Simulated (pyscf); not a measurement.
1,1-elimination: H₃C–In(CH₃)–OH → ethane (H₃C–CH₃) + HO–In [singlet]

Gas phase, singlet surface, charge 0. Bonds broken: C1–In2, In2–C3. Bonds formed: C1–C3. Single points on ωB97X-D3(BJ)/def2-SVP structures (PySCF, gas phase).

Transition state (Å):

```xyz
11

C      0.5742     0.7616     0.4056
In    -1.8834     1.2651    -0.2500
C     -1.0922    -0.8795    -0.8403
O     -2.6584     1.0174     1.6149
H     -0.1829     0.8249     1.1915
H      1.6022     0.6538     0.7770
H      0.4726     1.1265    -0.6118
H     -2.0986    -1.1703    -1.1773
H     -0.3944    -0.8951    -1.6837
H     -0.7763    -1.5367    -0.0267
H     -2.8929     1.8254     2.0857
```

One imaginary mode, 590i cm⁻¹; descent along it reached the two sides named.

```tsv
bond	change	reactant side (Å)	saddle	product side
C1–In2	breaks	2.151	2.593	3.3
In2–C3	breaks	2.142	2.361	3.6
C1–C3	forms	4.0	2.6	1.527
```

Electronic energies relative to the reactant's lowest minimum found (kcal/mol):

```
level                   barrier  reaction energy  reverse barrier
----------------------  -------  ---------------  ---------------
ωB97X-D3(BJ)/def2-TZVP     98.0             -8.8            106.9
PBE/def2-TZVP              74.0            -16.9             90.9
r²SCAN/def2-TZVP           79.4            -13.4             92.8
B3LYP-D3(BJ)/def2-TZVP     79.2            -19.2             98.4
PBE0-D3(BJ)/def2-TZVP      85.8            -14.1             99.9
M06-2X/def2-TZVP           90.4            -13.5            103.8
ωB97M-D3(BJ)/def2-TZVP     92.4            -15.3            107.6
HF/def2-TZVP              111.2            -21.9            133.1
```

With ωB97M-D3(BJ)/def2-TZVP energies and thermal terms (ideal gas, 1 atm, RRHO with modes under 100 cm⁻¹ raised to 100, one conformer, R ln 2 for chiral ones without a mode under 150 cm⁻¹), in kcal/mol:

| T (K) | ΔH‡ | ΔG‡ | ΔH | ΔG |
|---|---|---|---|---|
| 298 | 90.9 | 91.3 | -14.4 | -22.7 |
| 600 | 90.8 | 91.6 | -16.1 | -30.5 |
| 900 | 90.5 | 92.1 | -17.7 | -37.3 |
| 1200 | 90.0 | 92.7 | -19.2 | -43.6 |

From the product side, CH₃• + CH₃• + HO–In [singlet] lies, by one bond made or cut, 9.5 kcal/mol under this saddle at ωB97M-D3(BJ). The same reactants have a lower exit, to CH₃• + [H₃C–In–OH]• (no saddle counted: cutting one bond costs +64.7 kcal/mol at ωB97M-D3(BJ), against +92.4 kcal/mol here). One saddle was located; it need not be the lowest between these sides. One closed-shell reference is unstable to symmetry breaking; treat the single-reference values with care. Elements past Kr carry the def2 core potentials, without spin-orbit coupling.
